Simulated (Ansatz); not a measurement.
The same path of CH$_{8}$AlN (11 atoms, charge 0, multiplicity 1) was run twice with different band settings. Lost on the way: Al1–H2, N5–H11. Made: H2–H11.

Method: Ansatz, RKS PBE0/6-31G*.

Relaxed end points:

```xyz
11
Properties=species:S:1:pos:R:3
Al 0.090 -0.202 0.055
H 0.443 0.827 1.246
H 1.304 -0.696 -0.884
H -1.371 -0.087 -0.615
N -0.189 -1.913 1.171
H -0.485 -2.658 0.542
C 1.010 -2.325 1.924
H 1.819 -2.506 1.213
H 1.306 -1.503 2.579
H 0.836 -3.227 2.520
H -0.969 -1.751 1.806
```

```xyz
11
Properties=species:S:1:pos:R:3
Al 0.270 -0.801 -0.667
H -1.105 -0.022 3.286
H 1.707 -0.174 -0.947
H -1.049 -0.500 -1.504
N 0.123 -1.933 0.700
H -0.775 -2.358 0.900
C 1.158 -2.394 1.605
H 1.308 -3.481 1.548
H 2.110 -1.918 1.347
H 0.937 -2.140 2.652
H -0.889 -0.320 2.637
```

Common settings: movable images 7; climbing image yes; spring 5.0 eV/Å²; optimiser quadratic models (default); start path through a guess of the saddle point; force threshold 0.05 eV/Å; end points relaxed.

| run | iteration limit |
| --- | --- |
| 1 | 60 |
| 2 | 3 |

Question: What does each run give, and how far can it be trusted?

Answer: Run 1: converged after 13 iterations, highest image 1.578 eV above the first end. Neighbouring images differ by up to 1.3 eV, so the band resolves the path poorly. A vibrational analysis at the climbing image gives one clearly imaginary mode, 1249i cm⁻¹: a first-order saddle point.
Run 2: not converged after 3 iterations, highest image 1.994 eV above the first end. The band didn't meet its force threshold, so its energies are provisional: the largest band force was still 1.23 eV/Å, and over the last iterations the top moved between 1.99 and 4.67 eV.
The orbitals stay closed-shell, which can raise the energy where a bond breaks towards radicals; this wasn't checked here.
